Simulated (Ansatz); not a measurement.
Input (CCSDT(Q)/aug-cc-pVQZ; Ansatz, a quantum-chemistry and plane-wave program):

Ansatz 0.2 input:
```yaml
crystal:
  periodic: [false, false, false]
  atoms:
    - {symbol: N, position_ang: [-0.00000000, -0.00000000, -0.56338698]}
    - {symbol: O, position_ang: [0.00000000, 0.00000000, 0.49296360]}
basis:
  gaussian:
    orbitals: aug-cc-pVQZ
total_charge: 1
magnetization: {spin_polarized: false}
correlation: {method: ccsdt_q, electrons: outside_noble_gas}
```

Output:

```
Functional definition: HF
integrals: 0.68 GiB planned
1876 factors; integrals over basis functions are off by at most 1.3e-7 eV
mean field: 0.56 GiB planned
mean field evaluation 1: about -3507.7958 eV, gradient 3.6e1 eV
mean field evaluation 2: about -3507.7964 eV, gradient 3.6e1 eV
mean field evaluation 4: about -3509.6361 eV, gradient 2.4e0 eV
mean field evaluation 8: about -3509.6488 eV, gradient 5.8e-6 eV
mean field evaluation 16: about -3509.6483 eV, gradient 4.7e-1 eV
mean field -3509.64883550 eV, -128.9772157791 hartree, gradient 1.9e-6 eV, S^2 0.000000; 0 other end points of the search recorded, 0 dependent functions left out
2 core orbitals not correlated
reference -3509.64883550 eV, -128.9772157791 hartree; 5, 5 occupied and 153, 153 virtual orbitals, 1876 factors
second order -11.75782667 eV of doubles, -0.00000000 eV of singles
coupled cluster: 5.38 GiB planned
cycle   1  -10.93573196 eV  change    8.2e-1 eV  update   1.1e-1
cycle   2  -11.67727383 eV  change   -7.4e-1 eV  update   7.2e-2
cycle   3  -12.05837753 eV  change   -3.8e-1 eV  update   1.9e-2
cycle   4  -12.05572883 eV  change    2.6e-3 eV  update   7.4e-3
cycle   5  -12.03029368 eV  change    2.5e-2 eV  update   2.4e-3
cycle   6  -12.04045275 eV  change   -1.0e-2 eV  update   8.2e-4
cycle   7  -12.04266095 eV  change   -2.2e-3 eV  update   3.6e-4
cycle   8  -12.04207371 eV  change    5.9e-4 eV  update   7.8e-5
cycle   9  -12.04201672 eV  change    5.7e-5 eV  update   2.7e-5
cycle  10  -12.04203665 eV  change   -2.0e-5 eV  update   7.5e-6
cycle  11  -12.04203638 eV  change    2.8e-7 eV  update   2.8e-6
cycle  12  -12.04204405 eV  change   -7.7e-6 eV  update   1.0e-6
cycle  13  -12.04204724 eV  change   -3.2e-6 eV  update   4.0e-7
cycle  14  -12.04204794 eV  change   -7.0e-7 eV  update   1.5e-7
perturbative correction -0.05260029 eV, -0.0019330248 hartree
Total energy: -3521.74348373 eV, -129.4216859035 hartree
```
